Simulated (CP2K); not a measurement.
# [OF2]+ (SMILES F[O+]F), run twice

Wanted: energy and forces of [OF2]+, MNDO.

Program for the calculation: CP2K 2026.2.

3 further runs of the same task are left out: 3 set aside as unsound or not needed.

## 1. The molecule

[OF2]+ has 3 atoms, charge +1, and is taken as a doublet. As SMILES, `F[O+]F`. The shape is that of a GFN2-xTB optimisation.

Bond lengths: F1–O2 1.287 Å, O2–F3 1.287 Å. Angles: F1–O2–F3 110.7°.

## 2. The input as first written

calc.inp

```
&GLOBAL
   PROJECT_NAME calc
   RUN_TYPE ENERGY_FORCE
   PRINT_LEVEL MEDIUM
&END

&FORCE_EVAL
   METHOD Quickstep
   &DFT
      CHARGE -3
      MULTIPLICITY 2
      SPIN_POLARIZED T
      &QS
         METHOD MNDO
         EPS_DEFAULT 1.0E-10
         &SE
            &COULOMB
               CUTOFF [angstrom] 50
               RC_RANGE [angstrom] 0
            &END
            &EXCHANGE
               CUTOFF [angstrom] 50
               RC_RANGE [angstrom] 0
            &END
         &END
      &END
      &POISSON
         PERIODIC NONE
         POISSON_SOLVER ANALYTIC
      &END
      &SCF
         SCF_GUESS ATOMIC
         EPS_SCF 1.0E-07
         MAX_SCF 84
         ADDED_MOS 2
         &DIAGONALIZATION
            ALGORITHM STANDARD
         &END
         &MIXING
            METHOD DIRECT_P_MIXING
            ALPHA 0.4
         &END
      &END
      &PRINT
         &MOMENTS
            PERIODIC F
            REFERENCE COM
            MAX_MOMENT 1
         &END
         &MO ON
            ENERGIES T
            OCCUPATION_NUMBERS T
            NDIGITS 6
            &EACH
               QS_SCF 0
            &END
            ADD_LAST NUMERIC
         &END
         &HIRSHFELD OFF
         &END
      &END
   &END
   &SUBSYS
      &CELL
         ABC [angstrom] 13.9 12.8 13
         PERIODIC NONE
      &END
      &COORD
         F      0.928320    -0.299370     0.478940
         O      0.000600     0.484920     0.053430
         F     -0.928920    -0.185540    -0.532380
      &END
      &TOPOLOGY
         &CENTER_COORDINATES
         &END
      &END
   &END
   &PRINT
      &FORCES ON
      &END
   &END
&END
```

Started as:

```bash
$ OMP_NUM_THREADS=1 cp2k.psmp calc.inp > calc.out
```

Standard output:

```text
CP2K| version string:                                       CP2K version 2026.2
[...]
 GLOBAL| Method name                                                        CP2K
[...]
 GLOBAL| Run type                                                   ENERGY_FORCE
[...]
 *** WARNING in qs_environment.F:2191 :: More ADDED_MOs requested for beta ***
 *** spin than available.                                                  ***
 *** WARNING in qs_environment.F:2210 :: More added MOs requested than     ***
 *** available. The full set of unoccupied MOs will be used. Use           ***
 *** 'ADDED_MOS -1' to always use all available MOs and to get rid of this ***
[...]
                             - Atoms:                                          3
[...]
                             - Spherical basis functions:                     12
[...]
 Number of electrons:                                                         12
[...]
     1 P_Mix/Diag. 0.40E+00    0.0     0.36994599       -44.7503508336 -4.48E+01
[...]
    29 DIIS/Diag.  0.11E-06    0.0     0.00000010       -45.4231707314 -4.97E-14
  *** SCF run converged in    29 steps ***
  Core-core repulsion energy [eV]:                           1104.52213286697474
  Core Hamiltonian energy [eV]:                             -2381.16086267638093
  Two-electron integral energy [eV]:                           81.22279011330124
  Electronic energy [eV]:                                   -2340.54946761973042
  Total energy [eV]:                                        -1236.02733475275568
  Atomic reference energy [eV]:                              1275.45708620812775
  Heat of formation [kcal/mol]:                               909.27174147793164
[...]
 SE_DIPOLE| Moment [Debye]          0.00297022       1.34798812       0.14925372
 SE_DIPOLE| Derivative [a.u.]       0.00000000       0.00000000       0.00000000
 ENERGY| Total FORCE_EVAL ( QS ) energy [hartree]            -45.423170731353665
 FORCES| Atomic forces [hartree/bohr]
 FORCES|   Atom     x               y               z               |f|
 FORCES|      1  5.26423045E-01 -3.46910455E-01  2.52195842E-01   6.79021965E-01
 FORCES|      2  6.12334499E-04  6.29124371E-01  6.92321295E-02   6.32922537E-01
 FORCES|      3 -5.27035380E-01 -2.82213916E-01 -3.21427972E-01   6.78768685E-01
 FORCES| Sum     1.77635684E-15 -4.44089210E-16  0.00000000E+00
 FORCES| Total atomic force                                       1.83102672E-15
[...]
```

Run time: 0.51 s. Hardware: 1 thread of Arm Neoverse N1, shared host; peak memory 0.13 GiB.

## 3. What went wrong

The run finished; that doesn't make the result usable.

The fault: the charge typed isn't that of the species meant. To mend it: charge 1 in place of -3.

## 4. Try two

calc.inp

```
&GLOBAL
 PROJECT calc
 RUN_TYPE ENERGY_FORCE
 PRINT_LEVEL MEDIUM
&END GLOBAL

&FORCE_EVAL
 METHOD QUICKSTEP
 &DFT
  CHARGE 1
  MULTIPLICITY 2
  UKS T
  &QS
   METHOD MNDO
   EPS_DEFAULT 1.0E-10
   &SE
    &COULOMB
     CUTOFF [angstrom] 50
     RC_RANGE [angstrom] 0
    &END COULOMB
    &EXCHANGE
     CUTOFF [angstrom] 50
     RC_RANGE [angstrom] 0
    &END EXCHANGE
   &END SE
  &END QS
  &POISSON
   PERIODIC NONE
   POISSON_SOLVER ANALYTIC
  &END POISSON
  &SCF
   SCF_GUESS ATOMIC
   EPS_SCF 1.0E-07
   MAX_SCF 150
   ADDED_MOS 2
   &DIAGONALIZATION
    ALGORITHM STANDARD
   &END DIAGONALIZATION
   &MIXING
    METHOD DIRECT_P_MIXING
    ALPHA 0.4
   &END MIXING
  &END SCF
  &PRINT
   &MOMENTS
    PERIODIC F
    REFERENCE COM
    MAX_MOMENT 1
   &END MOMENTS
   &MO ON
    ENERGIES T
    OCCUPATION_NUMBERS T
    NDIGITS 6
    &EACH
     QS_SCF 0
    &END EACH
    ADD_LAST NUMERIC
   &END MO
   &HIRSHFELD OFF
   &END HIRSHFELD
  &END PRINT
 &END DFT
 &SUBSYS
  &CELL
   ABC 13.9 12.8 13
   PERIODIC NONE
  &END CELL
  &COORD
   F      0.928320    -0.299370     0.478940
   O      0.000600     0.484920     0.053430
   F     -0.928920    -0.185540    -0.532380
  &END COORD
  &TOPOLOGY
   &CENTER_COORDINATES
   &END CENTER_COORDINATES
  &END TOPOLOGY
 &END SUBSYS
 &PRINT
  &FORCES ON
  &END FORCES
 &END PRINT
&END FORCE_EVAL
```

Started as:

```bash
$ OMP_NUM_THREADS=1 cp2k.psmp -i calc.inp > calc.out 2>&1
```

Standard output:

```text
CP2K| version string:                                       CP2K version 2026.2
[...]
 GLOBAL| Method name                                                        CP2K
[...]
 GLOBAL| Run type                                                   ENERGY_FORCE
[...]
                             - Atoms:                                          3
[...]
                             - Spherical basis functions:                     12
[...]
 Number of electrons:                                                         10
[...]
     1 P_Mix/Diag. 0.40E+00    0.0     0.45902111       -43.3235650178 -4.33E+01
[...]
    25 DIIS/Diag.  0.11E-06    0.0     0.00000008       -46.3519964551 -2.13E-13
  *** SCF run converged in    25 steps ***
  Core-core repulsion energy [eV]:                           1104.52213286697474
  Core Hamiltonian energy [eV]:                             -2039.77538503720257
  Two-electron integral energy [eV]:                         -652.09743177386940
  Electronic energy [eV]:                                   -2365.82410092413738
  Total energy [eV]:                                        -1261.30196805716241
  Atomic reference energy [eV]:                              1275.45708620812775
  Heat of formation [kcal/mol]:                               326.42480504909435
[...]
 SE_DIPOLE| Moment [Debye]         -0.00114686      -1.06050757      -0.11676699
 SE_DIPOLE| Derivative [a.u.]       0.00000000       0.00000000       0.00000000
 ENERGY| Total FORCE_EVAL ( QS ) energy [hartree]            -46.351996455089001
 FORCES| Atomic forces [hartree/bohr]
 FORCES|   Atom     x               y               z               |f|
 FORCES|      1 -3.97482582E-02  3.37866335E-02 -1.82109083E-02   5.52548442E-02
 FORCES|      2 -4.91622525E-05 -6.26756864E-02 -6.89063256E-03   6.30533496E-02
 FORCES|      3  3.97974204E-02  2.88890529E-02  2.51015409E-02   5.52132177E-02
 FORCES| Sum     0.00000000E+00  4.44089210E-16  0.00000000E+00
 FORCES| Total atomic force                                       4.44089210E-16
[...]
```

Run time: 0.51 s. Hardware: 1 thread of Arm Neoverse N1, shared host; peak memory 0.13 GiB.

## 5. Outcome

At MNDO:

```
                                 quantity           value
                             total energy    -46.35200 Eh
       HOMO energy (highest over α and β)       -24.54 eV
        LUMO energy (lowest over α and β)       -13.13 eV
heat of formation at this unrelaxed shape  326.4 kcal/mol
                 largest force on an atom      3.242 eV/Å
```

In words: The largest force is 3.24 eV/Å: the shape isn't a stationary point for this species at this level.
